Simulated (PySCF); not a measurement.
Computed with PySCF (xtb for GFN2) and rigid-rotor harmonic-oscillator thermochemistry at 1 bar. The comparison is the NASA 1993 polynomial table, which mixes measured and estimated data. Open shells (unrestricted): CF₃ (multiplicity 2). GFN2 has no spin-polarisation term. The harmonic model lacks anharmonicity and excited electronic states, which grow with temperature; levels with a mode under 35 cm⁻¹ are left out. The table's entry may be an old estimate for CF₃ (not checked at source).

Harmonic frequencies at GFN2-xTB (cm⁻¹): 436, 436, 532, 1014, 1207, 1207. Point group C3v; S°(298 K) = 267.8 J/mol/K at this level.

Task: Work out Cp and S° of gaseous CF₃ at 500, 800, 1200, 1600, 2000 K from these, and set them beside the table.

Result: 
```csv
T (K),Cp GFN2-xTB,Cp table,S° GFN2-xTB,S° table
500,65.6,63.3,298.5,294.3
800,74.5,73.2,331.6,326.6
1200,78.9,78.0,362.7,357.4
1600,80.7,80.2,385.7,380.1
2000,81.5,81.4,403.8,398.2
```
Units J/mol/K.
